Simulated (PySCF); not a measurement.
**SiPH5**

The system: SiPH5, a small molecule; neutral, singlet. The structure, one conformer, was relaxed in the gas phase by PBE0-D3(BJ)/def2-SVP. No frequency run checks that it is a minimum.

SMILES: [SiH3]P

Coordinates in Å:
```
Si1     0.289    0.463    0.628
P2      0.229   -0.862   -1.208
H3      0.981    1.733    0.256
H4      1.092   -0.235    1.677
H5     -1.059    0.788    1.187
H6     -0.787   -0.089   -1.849
H7     -0.706   -1.779   -0.635
```

Shieldings: GIAO PBE0/pcSseg-2. Shifts are against computed references at the same level: H TMS (σ 31.24 ppm), Si TMS (σ 341.3 ppm). Core levels by delta-SCF with SCAN, pcX-2 on the ionised atom and pcseg-1 elsewhere, spin-free X2C (2p3/2 is the spin-free 2p value less a third of a first-order spin-orbit splitting); from the vacuum level, for chosen atoms.

Give the shieldings and core levels atom by atom.


```csv
atoms,bonded to,σ (ppm),δ (ppm),core level (eV)
Si1,1 P + 3 H,419.9,-78.6,2p3/2 106.92
P2,1 Si + 2 H,600.6,-,2p3/2 136.49
H3 H4 H5,1 Si,27.13,4.12,-
H6 H7,1 P,29.54,1.70,-
```

Values are those of this one static structure, with the three H of a rotating XH3 group averaged; atoms that internal rotation interchanges would show their mean in an NMR spectrum.

By CAM-B3LYP/def2-SVPD (TDDFT singlets, Tamm-Dancoff triplets, ionisation by delta-SCF), where does absorption start, and what does vertical ionisation take?

The lowest singlet lies at 6.65 eV (f 0.032), the strongest of the first 6 at 6.97 eV (f 0.248), the lowest triplet at 5.67 eV; vertical ionisation takes 9.87 eV.
